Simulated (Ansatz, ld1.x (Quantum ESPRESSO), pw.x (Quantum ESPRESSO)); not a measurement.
# manganese: does the TM potential hold in the solid?

ld1.x (Quantum ESPRESSO) 7.5 input, shortened:

```
&input
   title='Mn', zed=25., rel=1, dft='PBESOL', iswitch=3,
   config='[Ar] 3d5 4s2 4p0'
 /
 &inputp
   pseudotype=2, tm=.true., lloc=0,
   nlcc=.false.
 /
3
4P  2  1   0.00   0.00  3.20  3.20  0.0
3D  3  2   5.00   0.00  1.35  1.35  0.0
4S  1  0   2.00   0.00  2.35  2.35  0.0
 &test
   configts(1)='3d5 4s2 4p0'
 /
```

Atomic tests: cutoffs needed: 120 Ry and 140 Ry (the cutoffs (Ry, on a coarse ladder) from which the occupation-weighted sum of valence levels, in a spherical-Bessel basis at the reference potential, stays within 10 and 1 mRy of its value at 400 Ry); ghost test: no extra level below or beside the all-electron valence levels (p, d, s, f tested) (spherical-Bessel basis up to 400 Ry, 20 bohr box); largest excitation error: -1300 meV (all-electron minus pseudo) for 3d3 4s0 4p0, out of 7 test configurations.

Crystal test: sc Mn in pw.x 7.5, no spin, 14³ k-points, Fermi–Dirac smearing 0.01 Ry, cutoffs 170/680 Ry. The reference is all-electron LAPW (Ansatz 0.2.0) with the same functional, mesh and smearing; V0 and B0 come from Birch–Murnaghan fits to the pressures at five volumes. Errors are pseudo minus all-electron; Δ is the rms difference of the E(V) curves that follow from these fits, minima aligned, over ±6 % about the mean V0. Mesh and smearing are coarse, so the numbers serve the comparison and aren't converged zero-temperature values; the lattice is a test structure that the element need not adopt. Spin polarisation and strong correlation are left out, which matters for this element.

All-electron: a0 = 2.255 Å (V0 = 11.46 Å³/atom), B0 = 232.2 GPa.

How far does the potential miss the all-electron equation of state?

mean pressure error (GPa): +24.26. The pressure does not cross zero within the volumes sampled, so no fit is given. The largest radius (3.20 bohr) exceeds half the bond length (2.13 bohr), so the spheres overlap, which is one possible source of error among others. This is a poor potential for the solid.

```tsv
V (Å³/atom)	P all-electron (GPa)	P pseudo (GPa)
10.873	13.75	42.19
11.159	6.61	32.75
11.445	0.36	24.42
11.731	-5.11	17.08
12.017	-9.90	10.59
```

At the middle volume, how do free energy and pressure move when the wave cutoff is lowered (ecutrho kept at four times it)?

| cutoff (Ry) | shift of F (meV/atom) | shift of P (GPa) |
| --- | --- | --- |
| 76 | +6775.2 | -415.21 |
| 102 | +462.2 | -52.46 |
| 136 | +2.3 | -0.09 |

The run at the middle volume (120 k-points, 7 iterations) took about 31 s on one core of a shared host (Neoverse-V1, 32 threads, 247 GiB, load 14).
